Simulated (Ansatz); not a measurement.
System: H₂S, charge 0, multiplicity 1. SMILES: S
Geometry: optimised at B3LYP-D3(BJ)/def2-TZVP (Ansatz, a quantum-chemistry and plane-wave program).

Wanted: enthalpy of formation at 298 K, in kcal/mol. Conventions: dispersion terms only where a functional's name holds one; 6-311+G** with 5d, 6d on Na to Ar in Ansatz; open shells spin-unrestricted; LANL2DZ with its own core potentials from Na on; 6-31G* and kin with 6d, 5d where marked; frozen cores in correlated levels; non-relativistic; no spin-orbit coupling. Basis-set limits of correlation are two-point, X^-3; Hartree-Fock from the larger set (for Q and 5 zeta extrapolated as (X+1)exp(-9√X)). Ab initio and DFT rows: single points at B3LYP-D3(BJ) geometries (Ansatz), with unscaled harmonic terms from B3LYP/6-31G* at its own minima, enthalpies of formation by atomisation with measured atoms.

Measured values: G2/97 table in ASE (Curtiss et al.); they hold spin-orbit and core effects, anharmonicity. 

Value to compare with, the measured value: -4.9 kcal/mol.

| level | program | enthalpy of formation at 298 K (kcal/mol) | error |
|---|---|---|---|
| B3LYP/STO-3G | Ansatz | -38.6 | -33.7 |
| B3LYP/3-21G | Ansatz | 17.0 | 21.9 |
| B3LYP/LANL2DZ | Ansatz | 19.5 | 24.4 |
| B3LYP/6-31G | Ansatz | 19.3 | 24.2 |
| B3LYP/6-31G* | Ansatz | 2.1 | 7.0 |
| B3LYP/6-31+G* | Ansatz | 2.1 | 7.0 |
| B3LYP/6-31G** | Ansatz | -1.8 | 3.1 |
| B3LYP/def2-SVP | Ansatz | -0.8 | 4.1 |
| B3LYP/cc-pVDZ | Ansatz | 0.8 | 5.7 |
| B3LYP/6-311+G** | Ansatz | -1.1 | 3.8 |
| B3LYP/def2-TZVPD | Ansatz | -4.0 | 0.9 |
| CCSD(T)/CBS(cc-pV(Q+d)Z,cc-pV(5+d)Z) | Ansatz | -5.8 | -0.9 |

Among the 10 habitual levels, B3LYP/STO-3G lies farthest from the measured value (-33.7 kcal/mol); 9 of 10 lie above it, and their mean absolute error is 13.5 kcal/mol, the median 7.0. One case shows no general order.

The sets are all those run for this method; runs whose electronic state is in doubt are left out.
